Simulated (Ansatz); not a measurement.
Born–Oppenheimer molecular dynamics of ClH6NSi (9 atoms, charge 0, multiplicity 1). It starts at the highest image of a converged band. Of that band: The profile has 2 maxima (images 2, 4) with wells between them (image 3): this band takes more than one step, which may be the mechanism or a detour left from its start path. Neighbouring images differ by up to 1.4 eV, so the band resolves the path poorly. A vibrational analysis at the climbing image gives one clearly imaginary mode, 714i cm⁻¹: a first-order saddle point.

Theory: Ansatz, UKS PBE-D4/def2-SVP.

```json
{
  "ensemble": "NVE (velocity Verlet)",
  "time step": "0.5 fs",
  "steps asked": "200",
  "starting velocities drawn for": "300 K",
  "seed": "6332"
}
```

First frame:

```xyz
9
Properties=species:S:1:pos:R:3
Si -0.530 0.123 -0.197
H 0.078 -0.714 -1.638
H -1.643 -0.903 -0.278
H -1.077 1.401 -0.738
N 0.039 -0.158 1.389
H 0.794 -0.160 -1.493
Cl 1.752 1.100 -0.721
H 0.918 0.239 1.726
H -0.332 -0.928 1.948
```

How far do the bonds stretch over the last three quarters of this one trajectory? (Pairs bonded in most of those frames.)


```tsv
bond	mean (Å)	spread (Å)	shortest	longest
Si1–H2	1.562	0.124	1.36	1.74
Si1–H3	1.509	0.015	1.48	1.54
Si1–H4	1.510	0.014	1.48	1.53
Si1–N5	1.734	0.010	1.71	1.75
N5–H8	1.021	0.010	1.01	1.04
N5–H9	1.020	0.011	1.00	1.04
H6–Cl7	1.310	0.031	1.27	1.40
```

Mean temperature of the second half: 1067 K. The conserved energy stayed within 0.2 meV per atom of its start (net change 0.1 meV per atom), so the integration is sound. The system heated up, since it started high on the potential surface and ran downhill. A run of 0.1 ps of so small a system gives no equilibrium averages. The orbitals stay closed-shell, which can raise the energy where a bond breaks towards radicals; this wasn't checked here.

Run time: 5.6 min on 2 threads of Arm Neoverse V2, with other jobs on the host, peak memory 0.13 GiB.
